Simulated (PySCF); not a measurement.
Rock-salt LiCl was calculated with MP2 (GTH pseudopotentials, Gaussian basis; PySCF).

The cell has the measured lattice parameters. Conventional cell: a = 5.1399 Å, b = 5.1399 Å, c = 5.1399 Å, α = 90.00°, β = 90.00°, γ = 90.00°.

The correlation energy at a fixed k mesh 2×2×2:

| basis | value (eV/atom) |
|---|---|
| DZ | -2.0924 |
| TZ | -3.0067 |
| QZ | -3.3243 |

Problem. Taking the value to converge with the cardinal number X as X^(−3), extrapolate from the last two rows.

Solution. With y = y∞ + c/w and weights w = 27 and 64 for the last two rows, y∞ = (w2 y2 − w1 y1)/(w2 − w1) = (64 × -3.3243 − 27 × -3.0067)/37 = -3.5561 eV/atom, which lies 0.2318 beyond the last row. Successive pairs of rows give -3.3917, -3.5561. The limit also hangs on the law assumed, so its last digits aren't firm.

The other settings are not extrapolated, so this is the limit in one setting alone.
